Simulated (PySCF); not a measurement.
Compound: C5H5N.
Structure used (PBE0-D3(BJ)/def2-SVP), in Å, numbered top down from 1:
```
atom  x, y, z in Å
C1     2.3374    1.2062    0.4041
N2     1.2941    0.8155    1.0042
C3     0.3329    0.0418    0.4702
C4    -0.1671   -1.1630    0.2016
C5    -1.0416   -0.0389    0.0342
C6    -2.1979    0.5493   -0.2741
H7     3.0595    1.8292    0.9480
H8     2.5633    0.9565   -0.6470
H9    -0.0288   -2.2410    0.2254
H10   -3.0463   -0.0422   -0.6229
H11   -2.3159    1.6299   -0.1818
```

The closed-shell ground state was solved at several levels (PySCF, density fitting, gas phase, non-relativistic).

```json
{"level": "wB97X-D/def2-SVPD", "basis functions": "160", "total energy (Eh)": "-247.8790", "HOMO (eV)": "-7.50", "LUMO (eV)": "0.42", "gap (eV)": "7.92", "dipole (D)": "3.22"}
{"level": "OPBE/pcSseg-2", "basis functions": "286", "total energy (Eh)": "-248.1336", "HOMO (eV)": "-4.73", "LUMO (eV)": "-2.44", "gap (eV)": "2.29", "dipole (D)": "2.94"}
{"level": "KT3/pcSseg-2", "basis functions": "286", "total energy (Eh)": "-252.2529", "HOMO (eV)": "-4.75", "LUMO (eV)": "-2.46", "gap (eV)": "2.29", "dipole (D)": "2.94"}
{"level": "PBE0/6-31G", "basis functions": "64", "total energy (Eh)": "-247.7589", "HOMO (eV)": "-5.47", "LUMO (eV)": "-1.12", "gap (eV)": "4.35", "dipole (D)": "2.98"}
{"level": "PBE0/IGLO-III", "basis functions": "260", "total energy (Eh)": "-247.9363", "HOMO (eV)": "-5.72", "LUMO (eV)": "-1.48", "gap (eV)": "4.24", "dipole (D)": "3.17"}
{"level": "CAM-B3LYP/pcSseg-2", "basis functions": "286", "total energy (Eh)": "-248.0987", "HOMO (eV)": "-6.96", "LUMO (eV)": "-0.31", "gap (eV)": "6.65", "dipole (D)": "3.25"}
{"level": "PBE0/STO-3G", "basis functions": "35", "total energy (Eh)": "-244.7474", "HOMO (eV)": "-3.58", "LUMO (eV)": "1.28", "gap (eV)": "4.86", "dipole (D)": "2.59"}
{"level": "PBE0/def2-SVP", "basis functions": "109", "total energy (Eh)": "-247.6672", "HOMO (eV)": "-5.63", "LUMO (eV)": "-1.28", "gap (eV)": "4.35", "dipole (D)": "3.06"}
{"level": "B97-D/pcSseg-2", "basis functions": "286", "total energy (Eh)": "-248.0524", "HOMO (eV)": "-4.69", "LUMO (eV)": "-2.42", "gap (eV)": "2.27", "dipole (D)": "2.96"}
{"level": "BHandHLYP/pcSseg-2", "basis functions": "286", "total energy (Eh)": "-248.0718", "HOMO (eV)": "-6.55", "LUMO (eV)": "-0.32", "gap (eV)": "6.23", "dipole (D)": "3.38"}
{"level": "mPW1PW91/pcSseg-2", "basis functions": "286", "total energy (Eh)": "-248.1705", "HOMO (eV)": "-5.75", "LUMO (eV)": "-1.48", "gap (eV)": "4.27", "dipole (D)": "3.17"}
{"level": "PBE0/cc-pVTZ", "basis functions": "250", "total energy (Eh)": "-247.9273", "HOMO (eV)": "-5.67", "LUMO (eV)": "-1.36", "gap (eV)": "4.31", "dipole (D)": "3.13"}
{"level": "PBE0/aug-cc-pVDZ", "basis functions": "183", "total energy (Eh)": "-247.8738", "HOMO (eV)": "-5.72", "LUMO (eV)": "-1.48", "gap (eV)": "4.24", "dipole (D)": "3.15"}
```

(1) Estimate the row for PBE0/6-31G*, a basis of 94 functions; the other rows only guide the guess.

(2) Over all these levels, which gives the widest orbital gap and which the narrowest?

(3) How much does the basis alone move the frontier levels among the 7 PBE0 rows (the withheld one included)?

(4) In the pcSseg-2 basis, how does the gap go with the fixed share of exact exchange?

(5) How far do the dipole and the HOMO energy spread over the levels?

Answers

(1) Total energy -247.8393 Eh, HOMO -5.39 eV, LUMO -1.05 eV, gap 4.34 eV, dipole 3.05 D.

(2) wB97X-D/def2-SVPD (range-separated hybrid) has the widest, 7.92 eV, and B97-D/pcSseg-2 (GGA) the narrowest, 2.27 eV. Functional and basis both differ between the two, so the spread mixes both effects.

(3) The HOMO by 2.14 eV and the LUMO by 2.76 eV. By rising basis size (HOMO, LUMO in eV): STO-3G -3.58, 1.28; 6-31G -5.47, -1.12; 6-31G* -5.39, -1.05; def2-SVP -5.63, -1.28; aug-cc-pVDZ -5.72, -1.48; cc-pVTZ -5.67, -1.36; IGLO-III -5.72, -1.48.

(4) B97-D (0 %) 2.27 eV; KT3 (0 %) 2.29 eV; OPBE (0 %) 2.29 eV; mPW1PW91 (25 %) 4.27 eV; BHandHLYP (50 %) 6.23 eV. Each rise in the share widens the gap here.

(5) The dipole runs from 2.59 to 3.38 D (mean 3.07 D) and the HOMO from -7.50 to -3.58 eV.

One conformer stands for the species.

Note: B97-D and wB97X-D ran without an empirical dispersion term, which enters the total energy and its gradient alone.
